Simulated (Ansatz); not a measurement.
# CHNO: the cost of one run

All numbers are computed with Ansatz 0.2.0, driven from Python. Level of theory: PBE+D4/def2-SVP.

## 1. Starting point

Bond lengths: N1–C2 1.136 Å, C2–O3 1.309 Å, O3–H4 1.031 Å. Angles: N1–C2–O3 176.1°, C2–O3–H4 111.2°.

The script holds or builds the structure itself.

## 2. Script

Input file adiabatic_chno.py:

```python
"""Vertical and adiabatic ionisation of CHNO."""

import ansatz as az
import numpy as np
from rdkit import Chem
from rdkit.Chem import AllChem

BASIS = "def2-SVP"
XC = "pbe"
DISPERSION = "d4"
NET_CHARGE = 1

# a force-field geometry from the SMILES
rd = Chem.AddHs(Chem.MolFromSmiles("N#CO"))
AllChem.EmbedMolecule(rd, randomSeed=192)
AllChem.UFFOptimizeMolecule(rd)
geometry = az.Crystal.molecule()
for atom, xyz in zip(rd.GetAtoms(), rd.GetConformer().GetPositions()):
    geometry = geometry.atom(atom.GetSymbol(), xyz.round(5).tolist())

setup = (
    geometry.calculation()
    .basis(gaussian=BASIS)
    .functional(XC, dispersion=DISPERSION)
)
symbols = [site.symbol for site in geometry.cartesian_sites]
start = np.array([site.position_ang for site in geometry.cartesian_sites], dtype=float)
r = setup.relax(force_tolerance=0.01, max_steps=100).run().report
end = np.array(r["positions_ang"])

minimum = az.Crystal.molecule()
for symbol, place in zip(symbols, end):
    minimum = minimum.atom(symbol, place.tolist())
ion = minimum.calculation()
ion = ion.basis(gaussian=BASIS).functional(XC, dispersion=DISPERSION)
ion = ion.charge(NET_CHARGE).spin("collinear", total=1)
vertical = ion.run().report
settled = ion.relax(force_tolerance=0.01, max_steps=80).run().report
print(f"vertical ionisation energy   {vertical['free_energy_ev'] - r['free_energy_ev']:.3f} eV")
print(f"adiabatic, no zero point     {settled['free_energy_ev'] - r['free_energy_ev']:.3f} eV")
print(f"relaxation energy of the ion {vertical['free_energy_ev'] - settled['free_energy_ev']:.3f} eV")
ionised = np.array(settled["positions_ang"])
print("final positions (A) and the move of each atom")
for symbol, xyz, old in zip(symbols, ionised, end):
    print(f"{symbol:2s} {xyz[0]:10.5f} {xyz[1]:10.5f} {xyz[2]:10.5f}   {np.linalg.norm(xyz - old):7.4f}")
```

## 3. The calls as engine input

The package turns the script's settings into the engine's input (first run):

```yaml
crystal:
  periodic: [false, false, false]
  atoms:
    - { symbol: "N", position_ang: [1.67442, -0.14351, -0.07106] }
    - { symbol: C, position_ang: [0.55048, 0.10304, -0.19365] }
    - { symbol: O, position_ang: [-0.77576, 0.39407, -0.3383] }
    - { symbol: H, position_ang: [-1.44914, -0.3536, -0.44768] }
basis:
  gaussian:
    orbitals: def2-SVP
hamiltonian:
  xc: pbe
  dispersion: d4
relax:
  f_tol: 0.01
  max_steps: 100
```

## 4. Launch

Run with:

```
$ python adiabatic_chno.py
```

What time and memory should one allow on 1 thread of Arm Neoverse V1, shared host?

About 23 s, with a peak of 0.26 GiB.
